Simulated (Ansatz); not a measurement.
# BNP: the cost of one run

Program: Ansatz 0.2.0, Gaussian basis. Level of theory: def2-QZVPP, core rule «outside noble gas», up to 7 orbitals frozen. These are calculated values, not measurements.

To be run: UHF; ROHF; CCSD(T) on UHF.

### Step 1. The system

The geometry is a PBE0/def2-TZVP stationary point (not a proven minimum) of the parent state, kept for this charge and spin.

3 atoms, charge 0, spin multiplicity 6.

Atoms are counted from 1 here; the program's logs count them from 0.

Bond lengths: N1–B2 1.334 Å, B2–P3 1.842 Å. Angles: N1–B2–P3 180.0°.

### Step 2. UHF

The input, in.yaml:

```yaml
crystal:
  periodic: [false, false, false]
  atoms:
    - {symbol: N, position_ang: [0.000000, 0.000000, 1.503167]}
    - {symbol: B, position_ang: [0.000000, 0.000000, 0.169267]}
    - {symbol: P, position_ang: [0.000000, 0.000000, -1.672433]}
basis:
  gaussian: {orbitals: "def2-QZVPP.json"}
magnetization: {spin_polarized: true, initial_magnetization: 5}
hamiltonian: {xc: hf}
output: {orbitals: {seedname: orbitals}}
```

Run with:

```
> ansatz run in.yaml --threads 1 --pin off --events-out ev --progress --plain --max-ram 2393MiB
```

Q: Estimate wall time and peak memory on 1 thread of Arm Neoverse V1, shared host.

About 33 s, with a peak of 0.4 GiB.
